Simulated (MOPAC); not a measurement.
MOPAC input (MNDO):

```
MNDO 1SCF GEO-OK AUX(PRECISION=9) THREADS=1
C2F3N

C     0.00010828 1   -0.00148279 1   -0.32151983 1
C    -0.00039060 1    0.00534905 1    1.15985624 1
F    -0.00863346 1    1.24906228 1   -0.79005262 1
F     1.08957641 1   -0.62224940 1   -0.78105262 1
F    -1.08015060 1   -0.63766366 1   -0.78171222 1
N    -0.00077674 1    0.01063706 1    2.30647695 1
```

From the output:

```
                                                       MOPAC v23.2.5 Linux

          FINAL HEAT OF FORMATION =       -111.08868 KCAL/MOL =    -464.79503 KJ/MOL

          COSMO AREA              =        104.70 SQUARE ANGSTROMS
          COSMO VOLUME            =         87.67 CUBIC ANGSTROMS

          IONIZATION POTENTIAL    =         14.838715 EV
          HOMO LUMO ENERGIES (EV) =        -14.839  0.422
          NO. OF FILLED LEVELS    =         17
          MOLECULAR WEIGHT        =         95.0239         POINT GROUP:  C3v

          MOLECULAR DIMENSIONS (Angstroms)

            Atom       Atom       Distance
            N     6    F     3     3.33500
            F     4    F     5     2.16978
            F     4    F     3     1.74148

          SCF CALCULATIONS        =          1

   ATOM   CHEMICAL          X               Y               Z
  NUMBER   SYMBOL      (ANGSTROMS)     (ANGSTROMS)     (ANGSTROMS)

     1       C          0.00010828  *  -0.00148279  *  -0.32151983  *
     2       C         -0.00039060  *   0.00534905  *   1.15985624  *
     3       F         -0.00863346  *   1.24906228  *  -0.79005262  *
     4       F          1.08957641  *  -0.62224940  *  -0.78105262  *
     5       F         -1.08015060  *  -0.63766366  *  -0.78171222  *
     6       N         -0.00077674  *   0.01063706  *   2.30647695  *

                             CARTESIAN COORDINATES

   1    C        0.000108280    -0.001482790    -0.321519830
   2    C       -0.000390600     0.005349050     1.159856240
   3    F       -0.008633460     1.249062280    -0.790052620
   4    F        1.089576410    -0.622249400    -0.781052620
   5    F       -1.080150600    -0.637663660    -0.781712220
   6    N       -0.000776740     0.010637060     2.306476950

           Empirical Formula: C2 N F3  =     6 atoms

      MOLECULAR POINT GROUP   :   C3v

                  EIGENVALUES
 -53.09137 -45.40709 -45.40709 -39.17508 -27.47968 -22.19193 -20.79118 -20.79118
 -17.24075 -17.24075 -17.12755 -16.93915 -16.73678 -16.73678 -14.98477 -14.83872
 -14.83872   0.42169   0.42169   1.14439   2.68369   3.12335   3.12335   5.89256

              NET ATOMIC CHARGES AND DIPOLE CONTRIBUTIONS

  ATOM NO.   TYPE          CHARGE      No. of ELECS.   s-Pop       p-Pop
    1          C           0.764814        3.2352     1.07459     2.16059
    2          C          -0.185812        4.1858     1.26984     2.91597
    3          F          -0.209162        7.2092     1.88887     5.32029
    4          F          -0.209162        7.2092     1.88887     5.32029
    5          F          -0.209162        7.2092     1.88887     5.32029
    6          N           0.048482        4.9515     1.81533     3.13619
 DIPOLE           X         Y         Z       TOTAL
 POINT-CHG.    -0.000     0.003     0.685     0.685
 HYBRID         0.000    -0.003    -0.615     0.615
 SUM           -0.000     0.000     0.069     0.069

          ATOMIC ORBITAL ELECTRON POPULATIONS

     Atom    s        px        py        pz
    1  C   1.07459   0.69184   0.69185   0.77690
    2  C   1.26984   0.98965   0.98965   0.93666
    3  F   1.88887   1.96200   1.46020   1.89809
    4  F   1.88887   1.58118   1.83839   1.90072
    5  F   1.88887   1.58758   1.83218   1.90053
    6  N   1.81533   1.00884   1.00885   1.11850

 **********************
 *                    *
 * JOB ENDED NORMALLY *
 *                    *
 **********************

 == MOPAC DONE ==
```

The geometry given is a B3LYP-D3(BJ)/def2-TZVP minimum.
